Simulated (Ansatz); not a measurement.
## Ansatz (development build ahead of 0.2.0) run

```yaml
crystal:
  periodic: [false, false, false]
  atoms:
    - { symbol: B, position_ang: [-0.08959, 0.19946, 0.05366] }
    - { symbol: H, position_ang: [0.8443, -3.09884, -1.04672] }
    - { symbol: H, position_ang: [0.54705, 1.10811, -0.35815] }
    - { symbol: H, position_ang: [0.48336, -0.52444, 0.7778] }
    - { symbol: H, position_ang: [-1.15899, 0.56692, 0.24895] }
basis:
  gaussian: { orbitals: def2-SVP }
magnetization:
  spin_polarized: true
  initial_magnetization: 1
hamiltonian:
  xc: hf
output:
  forces: true
```

The input is written out in the form of the current development build from the run's settings.

The run gave:

| Item | Value |
| --- | --- |
| Converged | yes |
| Total energy | -26.85045 hartree |
| Spin squared of the determinant | 0.750 |
| Stability test | minimum |

Forces (eV/Å):
```tsv
atom	Fx	Fy	Fz
B1	1.291	2.090	1.731
H2	0.002	-0.013	-0.009
H3	0.578	-0.192	-1.165
H4	0.033	-1.270	-0.263
H5	-1.904	-0.615	-0.293
```
